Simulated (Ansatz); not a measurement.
Species: C2H8N, charge 1, singlet. C2H8N+ (SMILES CC[NH3+]).
B3LYP-D3(BJ)/def2-TZVP minimum from Ansatz (a quantum-chemistry and plane-wave program):
```
C
H 1 1.0885
H 1 1.0885 2 108.90
C 1 1.5121 2 112.66 3 125.74
H 4 1.0897 1 108.70 2 -61.84
H 4 1.0914 5 107.52 1 121.26
H 4 1.0914 5 107.52 6 117.48
N 1 1.5257 2 105.87 3 -113.45
H 8 1.0230 1 111.81 2 57.76
H 8 1.0235 9 107.87 1 -122.16
H 8 1.0235 9 107.87 10 -115.68
```
Charge +1, spin multiplicity 1.

Total energies in cc-pVDZ, 20 correlated electrons, 3 frozen orbitals. Open shells are spin-unrestricted; no spin-orbit coupling. Correlated methods leave the cores frozen. No relativity.

```csv
method,program,energy (Eh),minus CCSDT(Q) (mEh)
HF,Ansatz,-134.63261,525.45
MP2,Ansatz,-135.09754,60.52
CCSD,Ansatz,-135.14363,14.42
CCSD(T),Ansatz,-135.15655,1.51
CCSDT(Q),Ansatz,-135.15806,0.00
```

Rough core times of Ansatz's runs on a shared machine: CCSD(T) under 20 s, CCSDT(Q) 7 min.
